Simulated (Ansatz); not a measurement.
**CH3 (doublet): from Hartree-Fock to the top rungs, cc-pVTZ**

An exercise on one series of results from a longer session: the logs are not shown, and one member is left open.

The runs use Ansatz 0.2.0, Gaussian basis; cc-pVTZ, core rule «outside noble gas», up to 1 orbitals frozen.

The runs, in order: UHF; CCSD(T) on ROHF; CCSD(T) on UHF; BCCD(T) on ROHF; CISD; CCSDT(Q) on ROHF; CCSDT(Q) on UHF; CASSCF and MRCISD+Q, 7 electrons in 7 orbitals; CASSCF and NEVPT2, 7 electrons in 7 orbitals.

17 further runs of the same task are left out: 17 set aside as unsound or not needed.

## The system

The geometry is an MP2(full)/6-31G* stationary point (not a proven minimum).

4 atoms, charge 0, spin multiplicity 2.

Atoms are counted from 1 here; the program's logs count them from 0.

Bond lengths: C1–H2 1.078 Å, C1–H3 1.078 Å, C1–H4 1.078 Å. Angles: H2–C1–H3 120.0°, H2–C1–H4 120.0°, H3–C1–H4 120.0°.

Coordinates:

```
C     0.0000    0.0000    0.0000
H     0.0000    1.0784    0.0000
H     0.9339   -0.5392    0.0000
H    -0.9339   -0.5392    0.0000
```

The first run:

Input file in.yaml:

```yaml
crystal:
  periodic: [false, false, false]
  atoms:
    - {symbol: C, position_ang: [0.000000, 0.000000, 0.000000]}
    - {symbol: H, position_ang: [0.000000, 1.078410, 0.000000]}
    - {symbol: H, position_ang: [0.933930, -0.539205, 0.000000]}
    - {symbol: H, position_ang: [-0.933930, -0.539205, 0.000000]}
basis:
  gaussian: {orbitals: cc-pVTZ}
magnetization: {spin_polarized: true, initial_magnetization: 1}
hamiltonian: {xc: hf}
output: {orbitals: {seedname: orbitals}}
```

Command:

```
ansatz run in.yaml --threads 1 --pin off --events-out ev --progress --plain --max-ram 5120MiB --backend cpu
```

Steps of the session up to this table: UHF; CCSD(T) on ROHF; CCSD(T) on UHF; BCCD(T) on ROHF; CISD; CCSDT(Q) on ROHF; CCSDT(Q) on UHF; CASSCF and MRCISD+Q, 7 electrons in 7 orbitals; CASSCF and NEVPT2, 7 electrons in 7 orbitals.

One of the session's tables, all rows but one given; the rest of the session is left out.

It belongs to the step «Misses and costs». 

```
          method  from UCCSDT(Q) (kcal/mol)
            ROHF                    +118.34
             UHF                    +115.50
            RMP2                     +16.00
            UMP2                     +16.25
            CISD                      +7.41
           RCCSD                      +3.38
           UCCSD                      +3.32
        RCCSD(T)                      +0.37
        UCCSD(T)                      +0.36
         BCCD(T)                      +0.37
          RCCSDT                      +0.09
          UCCSDT                      +0.07
       RCCSDT(Q)                          ?
       UCCSDT(Q)                          0
  CASSCF valence                     +81.15
  NEVPT2 valence                     +17.32
  MRCISD valence                      +3.72
MRCISD+Q valence                      +0.47
```

Estimate the missing values for RCCSDT(Q).

As computed: from UCCSDT(Q) (kcal/mol): +0.02. In the column «from UCCSDT(Q) (kcal/mol)» it lies between UCCSDT(Q) (0) and UCCSDT (+0.07).

To keep in mind: Restricted and unrestricted rows rest on different reference determinants; where their highest levels disagree by more than a few hundredths of an eV, they describe different states and don't form one ladder.
